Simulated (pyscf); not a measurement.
A first-order saddle from PySCF, ωB97X-D3(BJ)/def2-SVP:

```
B
F 1 1.3524
F 1 1.3526 2 120.23
H 1 1.2854 2 119.87 3 -179.99
H 4 1.0808 1 68.99 2 89.99
H 4 1.0817 5 137.97 1 0.00
```

Surface: singlet, charge 0. Lowest wavenumbers (cm⁻¹): 1388i, 484, 862, 897, 1012.

**Question.** Which two sides does it connect, and which bonds change?

**Answer.** F–BH–F (SMILES FBF) + H₂ (SMILES [H][H]) ⇌ F–BH–F (SMILES FBF) + H₂ (SMILES [H][H]), a four-centre exchange read from left to right: B–H, H–H broken and B–H, H–H formed. At ωB97M-D3(BJ)/def2-TZVP it lies +1.81 eV from the left side and +1.81 eV from the right (each side as separated species at their lowest minima found). At the saddle there is also a short B–H contact that neither side keeps. One saddle was located; it need not be the lowest between these sides.
